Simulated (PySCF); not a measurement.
**Gas-phase thermal properties of BCl2OH**

Energies from PySCF (xtb for GFN2), thermal terms from the rigid-rotor harmonic-oscillator model, ideal gas at 1 bar. 6-31G* has spherical d functions here. All species are closed-shell singlets. B3LYP is the form with VWN-RPA correlation. BCl2OH: computed as isolated molecules; such fragments, hydroxides, amides, oligomers or adducts are transient or little studied in the gas. The harmonic model lacks anharmonicity and excited electronic states, which grow with temperature; levels with a mode under 35 cm⁻¹ are left out. Internal rotation in BCl2OH is treated as a harmonic vibration of one conformer, which makes the entropy rough.

| level | point group | σ | ZPE (kJ/mol) | S°298 (J/mol/K) | Cp298 (J/mol/K) | S°1000 (J/mol/K) | H1000 − H298 (kJ/mol) |
|---|---|---|---|---|---|---|---|
| B3LYP/6-31G* | Cs | 1 | 56.3 | 295.8 | 65.2 | 394.6 | 59.3 |
| GFN2-xTB | Cs | 1 | 50.9 | 299.8 | 69.5 | 402.4 | 61.3 |
| HF/6-31G* | Cs | 1 | 60.4 | 293.7 | 63.3 | 390.7 | 58.3 |
| PBE/def2-SVP | Cs | 1 | 55.2 | 296.8 | 66.1 | 396.4 | 59.7 |
| PBE0/def2-TZVP | Cs | 1 | 57.0 | 295.7 | 65.2 | 394.5 | 59.3 |
σ: rotational symmetry number. Electronic degeneracy used: 1. Frequencies are unscaled.
